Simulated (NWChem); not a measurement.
sulfur dioxide (SO2); SMILES O=S=O

Results from NWChem. Pople sets run with spherical d functions. All runs use the structure optimised with PBE0/def2-SVP. Computed dipoles belong to the equilibrium geometry; the measured one is vibrationally averaged.

Measured dipole moment: 1.63 D (NIST CCCBDB, as tabulated in the package chemicals).

**Question.** Which of these levels lies farthest from the measured value, and how do the others fare: B3LYP/3-21G; B3LYP/STO-3G; B3LYP/def2-TZVP; B3LYP/aug-cc-pVTZ; B3LYP/6-311++G**; B3LYP/def2-SVP; B3LYP/6-31G*; B3LYP/6-31+G*; B3LYP/def2-SVPD?

**Answer.** B3LYP/6-311++G**.
```json
[
 {"level": "B3LYP/STO-3G", "dipole moment (D)": "1.36", "computed − measured": "-0.27"},
 {"level": "B3LYP/3-21G", "dipole moment (D)": "1.89", "computed − measured": "+0.26"},
 {"level": "B3LYP/6-31G*", "dipole moment (D)": "1.79", "computed − measured": "+0.16"},
 {"level": "B3LYP/6-31+G*", "dipole moment (D)": "1.97", "computed − measured": "+0.34"},
 {"level": "B3LYP/def2-SVP", "dipole moment (D)": "1.83", "computed − measured": "+0.20"},
 {"level": "B3LYP/def2-SVPD", "dipole moment (D)": "1.80", "computed − measured": "+0.17"},
 {"level": "B3LYP/def2-TZVP", "dipole moment (D)": "1.82", "computed − measured": "+0.19"},
 {"level": "B3LYP/6-311++G**", "dipole moment (D)": "2.02", "computed − measured": "+0.39"},
 {"level": "B3LYP/aug-cc-pVTZ", "dipole moment (D)": "1.80", "computed − measured": "+0.17"}
]
```
